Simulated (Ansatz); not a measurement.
**AlBH (quartet): wave-function methods side by side at scale of all distances = 1.749, 6-31G**

How much of the correlation energy of AlBH (quartet) does each wave-function method recover here?

Computed with Ansatz 0.2.0, Gaussian basis. Level: 6-31G, core rule «outside noble gas», up to 6 orbitals frozen.

The runs, in order: UHF; CCSD(T) on ROHF; CCSD(T) on UHF; BCCD(T) on ROHF; CISD as a restricted active space (open shells left free, so some higher excitations enter); CCSDT(Q) on ROHF; CCSDT(Q) on UHF; CISDTQ; CCSDTQ on ROHF; CCSDTQ on UHF; CASSCF and MRCISD+Q, 5 electrons in 5 orbitals; CASSCF and NEVPT2, 5 electrons in 5 orbitals; CASSCF and MRCISD+Q, 7 electrons in 9 orbitals; CASSCF and NEVPT2, 7 electrons in 9 orbitals; Full CI.

16 further runs of the same task are left out: 10 that didn't finish, 6 set aside as unsound or not needed. Runs told in other sessions of the task aren't counted.

## 1. The geometry

The geometry derives from a PBE0/def2-TZVP stationary point (not a proven minimum). All distances are scaled together.

3 atoms, charge 0, spin multiplicity 4.

Atoms are counted from 1 here; the program's logs count them from 0.

No contacts short enough for the rule that draws bonds.

## 2. UHF

Contents of in.yaml:

```yaml
crystal:
  periodic: [false, false, false]
  atoms:
    - {symbol: B, position_ang: [0.000000, 0.000000, 0.440573]}
    - {symbol: Al, position_ang: [0.000000, 0.000000, -2.953886]}
    - {symbol: H, position_ang: [0.000000, 0.000000, 2.513313]}
basis:
  gaussian: {orbitals: 6-31G}
magnetization: {spin_polarized: true, initial_magnetization: 3}
hamiltonian: {xc: hf}
output: {orbitals: {seedname: orbitals}}
```

Started as:

```sh
> ansatz run in.yaml --threads 1 --pin off --events-out ev --progress --plain --max-ram 2393MiB
```

After this run come: CCSD(T) on ROHF; CCSD(T) on UHF; BCCD(T) on ROHF; CISD as a restricted active space (open shells left free, so some higher excitations enter); CCSDT(Q) on ROHF; CCSDT(Q) on UHF; CISDTQ; CCSDTQ on ROHF; CCSDTQ on UHF; CASSCF and MRCISD+Q, 5 electrons in 5 orbitals; CASSCF and NEVPT2, 5 electrons in 5 orbitals; CASSCF and MRCISD+Q, 7 electrons in 9 orbitals; CASSCF and NEVPT2, 7 electrons in 9 orbitals; Full CI.

Q: Predict the results of all the runs planned. Wanted: FCI from the RHF energy; RMP2 from FCI; UMP2 from FCI; RCCSD from FCI; RCCSD(T) from FCI; UCCSD(T) from FCI; RCCSDT(Q) from FCI; UCCSDT(Q) from FCI; NEVPT2 pair from FCI.

As calculated:

| quantity | value |
| --- | --- |
| FCI from the ROHF energy | -2.4159 eV |
| RMP2 from FCI | +114.5 kJ/mol |
| UMP2 from FCI | +109.7 kJ/mol |
| RCCSD from FCI | +15.4 kJ/mol |
| RCCSD(T) from FCI | +11.7 kJ/mol |
| UCCSD(T) from FCI | +11.7 kJ/mol |
| RCCSDT(Q) from FCI | 0.0 kJ/mol |
| UCCSDT(Q) from FCI | +0.1 kJ/mol |
| NEVPT2 pair from FCI | +82.0 kJ/mol |
| NEVPT2 valence from FCI | +20.7 kJ/mol |
| MRCISD+Q valence from FCI | +0.5 kJ/mol |
| levels within 1 kcal/mol (43 meV) | RCCSDT, UCCSDT, CISDTQ, RCCSDT(Q), UCCSDT(Q), RCCSDTQ, UCCSDTQ, MRCISD valence, MRCISD+Q valence |
| T1 diagnostic | 0.063 |
| effectively unpaired electrons | 3.35 |

**Reading.** RCCSD(T) misses by +11.7 kJ/mol, 5.0 % of the correlation energy. The occupations show static correlation (3.35 effectively unpaired electrons where one determinant has 3). Of the multireference levels listed MRCISD+Q valence comes nearest in total energy (+0.5 kJ/mol), which doesn't show that its space is the better one. These misses are within one basis, not against nature; the frozen cores of restricted and unrestricted runs differ, which can shift their rows.

Levels on UHF freeze UHF's core orbitals, full CI those of ROHF, so the U rows can settle a little off it for that reason alone.

With open shells the CI space here admits some higher excitations, so it is larger than plain CISD.
